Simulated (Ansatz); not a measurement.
## Ni (model structure, started from the simple cubic type, Pm-3m, No. 221, 1 atom in the cell)

These are r²SCAN (Ansatz, an electronic-structure program, PAW) values and carry that method's errors.

Run with plane-wave cutoff 500 eV, 32×32×32 k mesh, Fermi–Dirac smearing 0.1 eV, spin-polarised with parallel moments, scalar-relativistic PAW data made under PBE.

Cell (relaxed at this level):

```yaml
crystal:
  lattice:
    - [2.30596, 0.00000, 0.00000]
    - [0.00000, 2.30596, 0.00000]
    - [0.00000, 0.00000, 2.30596]
  atoms:
    - { symbol: Ni, position: [0.00000, 0.00000, 0.00000] }
```

```json
{
 "band_gap": "zero (no gap)"
}
```

Note: the magnetic order was assumed, not searched for or taken from measurement; a magnet's gap depends somewhat on the PAW data; the relaxation could raise the start's symmetry but not lower it, so the cell can be a saddle point.

The computed numbers hold no vibrational or temperature effects.

Computing time: around 6 core-minutes (rough).

A model structure was made by putting elements into a prototype or built by hand; it is no filed structure, need not be a known phase, and can be a saddle point held by its symmetry.
